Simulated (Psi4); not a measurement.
# DLPNO-MP2/def2-SV(P) (density fitting, density fitting for correlation, pno convergence tight) run of SiHClO (SMILES O[Si]Cl)

Aim: the energy of SiHClO. 

Program for the calculation: Psi4 1.11.

4 further runs of the same task are left out: 2 that didn't finish, 2 set aside as unsound or not needed.

## (1) Starting point

SiHClO has 4 atoms, charge 0, and is taken as a singlet. SMILES: `O[Si]Cl`. Geometry: relaxed at PBE0-D4/def2-TZVP.

Bond lengths: O1–Si2 1.637 Å, Si2–Cl3 2.110 Å, O1–H4 0.963 Å. Angles: O1–Si2–Cl3 101.3°, Si2–O1–H4 120.4°.

## (2) A single-point energy at DLPNO-MP2/def2-SV(P) (density fitting, density fitting for correlation, pno convergence tight)

input.dat reads:

```
memory 1.6 GB

molecule m {
  0 1
  O     -1.72305228     0.85075470    -0.58335845
  Si    -0.82051908    -1.49231672     1.22265280
  Cl     3.14129174    -1.32469801     0.79633059
  H     -0.49284057     1.85268749    -1.47398638
  units bohr
  symmetry c1
}

set {
  basis def2-SV(P)
  reference rhf
  freeze_core true
  pno_convergence tight
  scf_type df
}

e_tot, wfn = energy("dlpno-mp2", return_wfn=True)
```

Launch:

```
$ psi4 -n 1 input.dat output.dat
```

**Question.** What will come out? Wanted: total energy; HOMO energy; LUMO energy; HOMO–LUMO gap; correlation energy.

Answer, from the run:

At DLPNO-MP2/def2-SV(P) (density fitting, density fitting for correlation, pno convergence tight), 11 core orbitals frozen:

| quantity | value |
| --- | --- |
| total energy | -824.02322 Eh |
| HOMO energy (Hartree–Fock orbitals) | -10.01 eV |
| LUMO energy (Hartree–Fock orbitals) | 1.36 eV |
| HOMO–LUMO gap (Hartree–Fock orbitals) | 11.37 eV |
| correlation energy (11 core orbitals frozen) | -390.7 mEh |
